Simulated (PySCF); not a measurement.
Molecule: SMILES Fc1ccsc1, C$_{4}$H$_{3}$FS.

Molfile (atoms numbered from 1):
```
C4H3FS
     RDKit          3D

  9  9  0  0  0  0  0  0  0  0999 V2000
   -1.1536   -0.2726    1.9301 F   0  0  0  0  0  0  0  0  0  0  0  0
   -0.5759   -0.0441    0.7582 C   0  0  0  0  0  0  0  0  0  0  0  0
    0.7066   -0.5631    0.4332 C   0  0  0  0  0  0  0  0  0  0  0  0
    1.0848   -0.1888   -0.8279 C   0  0  0  0  0  0  0  0  0  0  0  0
   -0.1083    0.7751   -1.5996 S   0  0  0  0  0  0  0  0  0  0  0  0
   -1.1484    0.7027   -0.2352 C   0  0  0  0  0  0  0  0  0  0  0  0
    1.3001   -1.1783    1.1093 H   0  0  0  0  0  0  0  0  0  0  0  0
    2.0106   -0.4306   -1.3479 H   0  0  0  0  0  0  0  0  0  0  0  0
   -2.1159    1.1998   -0.2202 H   0  0  0  0  0  0  0  0  0  0  0  0
  1  2  1  0
  2  3  1  0
  3  4  2  0
  4  5  1  0
  5  6  1  0
  6  2  2  0
  3  7  1  0
  4  8  1  0
  6  9  1  0
M  END
```

Geometry PBE0-D3(BJ)/def2-SVP throughout; GIAO in PySCF 2.14, gas phase, one conformer, non-relativistic; equivalent atoms averaged; functional PBE0.

**Question.** How do the absolute shieldings σ depend on the basis set? (ppm; last column core-seconds on shared hosts with different chips, so compare them loosely)

**Answer.** 
| basis set | functions | F1 | C2 | C4 | C6 | C3 | S5 | H8 | H7 | H9 | core-s |
| --- | --- | --- | --- | --- | --- | --- | --- | --- | --- | --- | --- |
| STO-3G | 37 | 347.9 | 112.0 | 116.5 | 130.0 | 133.6 | 559.0 | 26.16 | 26.58 | 26.74 | 2 |
| 6-31G | 64 | 321.0 | 45.8 | 71.7 | 88.8 | 85.3 | 401.8 | 25.55 | 25.76 | 26.09 | 4 |
| pcSseg-0 | 64 | 315.3 | 18.8 | 50.7 | 70.1 | 65.6 | 361.6 | 25.94 | 26.12 | 26.48 | 3.2 |
| 6-31G* | 94 | 322.9 | 43.8 | 72.8 | 92.4 | 82.9 | 380.0 | 25.13 | 25.36 | 25.82 | 5.7 |
| def2-SVP | 103 | 328.0 | 36.8 | 67.4 | 88.0 | 79.3 | 392.3 | 24.59 | 24.74 | 25.07 | 5.7 |
| cc-pVDZ | 103 | 321.2 | 39.8 | 69.6 | 90.4 | 80.6 | 388.3 | 24.34 | 24.65 | 24.93 | 6.8 |
| pcSseg-1 | 124 | 309.2 | 17.9 | 52.1 | 74.0 | 62.0 | 318.9 | 24.25 | 24.36 | 24.70 | 11 |
| aug-cc-pVDZ | 169 | 325.2 | 38.8 | 68.2 | 89.2 | 80.2 | 381.9 | 24.10 | 24.49 | 24.67 | 13 |
| 6-311+G(2d,p) | 188 | 311.1 | 22.6 | 56.3 | 77.7 | 66.1 | 303.0 | 24.25 | 24.57 | 24.81 | 14 |
| def2-TZVP | 210 | 309.8 | 20.0 | 55.5 | 78.1 | 65.0 | 282.2 | 24.23 | 24.57 | 24.85 | 16 |
| cc-pVTZ | 226 | 308.9 | 22.2 | 56.5 | 79.1 | 66.5 | 342.6 | 24.07 | 24.46 | 24.67 | 20 |
| IGLO-III | 249 | 310.0 | 14.4 | 49.5 | 71.8 | 59.4 | 308.2 | 24.15 | 24.48 | 24.69 | 21 |
| pcSseg-2 | 265 | 309.7 | 13.0 | 48.0 | 71.0 | 58.2 | 301.4 | 23.98 | 24.23 | 24.53 | 33 |

**Question.** Which nucleus moves most, in ppm?

**Answer.** S5 (aromatic ring sulfur): from 282.2 ppm with def2-TZVP to 559.0 ppm with STO-3G. The smallest spread is 2.18 ppm, at H8. Proton shifts span only some 12 ppm, so a few tenths of a ppm matter as much there as several ppm in carbon.

**Question.** Taking the largest basis, pcSseg-2 (265 functions), as the yardstick, rank the others by their worst heavy-atom deviation.

**Answer.** IGLO-III 6.8 ppm (249 functions), 6-311+G(2d,p) 9.5 ppm (188 functions), pcSseg-1 17.4 ppm (124 functions), def2-TZVP 19.3 ppm (210 functions), cc-pVTZ 41.1 ppm (226 functions), pcSseg-0 60.2 ppm (64 functions), 6-31G* 78.5 ppm (94 functions), aug-cc-pVDZ 80.4 ppm (169 functions), cc-pVDZ 86.9 ppm (103 functions), def2-SVP 90.8 ppm (103 functions), 6-31G 100.4 ppm (64 functions), STO-3G 257.6 ppm (37 functions).

A small basis that lands close on one nucleus may do so by chance; judge by the trend and by all nuclei.
